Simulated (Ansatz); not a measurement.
Reaction: CH4BCl (SMILES B(C)Cl) → BHCl (SMILES Cl[BH], doublet) + CH3 (SMILES [CH3], doublet) (the B-C bond breaks)
Each species at its own B3LYP-D3(BJ)/def2-TZVP minimum (Ansatz, a program for electronic structure).

Total energies in hartree (Ansatz). Radicals and triplets start from unrestricted determinants; spin-orbit coupling is neglected. Cores are frozen in correlated methods. No relativity.

```csv
species,HF/cc-pV(T+d)Z,CCSD(T)/cc-pV(T+d)Z,HF/cc-pV(Q+d)Z,CCSD(T)/cc-pV(Q+d)Z,CCSD(T)/cc-pV(D+d)Z,CCSDT(Q)/cc-pV(D+d)Z
1: CH4BCl (SMILES CBCl),-524.46657,-524.99604,-524.47425,-525.03833,-524.85350,-524.85508
"2: BHCl (SMILES [BH]Cl, doublet)",-484.75890,-485.06291,-484.76408,-485.09197,-484.97011,-484.97133
"3: CH3 (SMILES [CH3], doublet)",-39.57748,-39.76098,-39.58026,-39.77245,-39.71583,-39.71634
```

Question: Work out the bond dissociation energy (electronic) in kcal/mol: take Hartree-Fock from cc-pV(Q+d)Z, extrapolate the CCSD(T) correlation energy as X^-3 (X = 3, 4), and add CCSDT(Q) - CCSD(T) in cc-pV(D+d)Z. 1 hartree = 627.51 kcal/mol.

Answer: 
Species 1: correlation (64·(-0.56408) - 27·(-0.52947))/37 = -0.58934; step -0.00158; E1 = -524.47425 + (-0.58934) + (-0.00158) = -525.06517
Species 2: correlation (64·(-0.32789) - 27·(-0.30401))/37 = -0.34532; step -0.00122; E2 = -484.76408 + (-0.34532) + (-0.00122) = -485.11062
Species 3: correlation (64·(-0.19219) - 27·(-0.18350))/37 = -0.19853; step -0.00051; E3 = -39.58026 + (-0.19853) + (-0.00051) = -39.77930
-1·E1 +1·E2 +1·E3 = 0.17525 hartree = 110.0 kcal/mol.
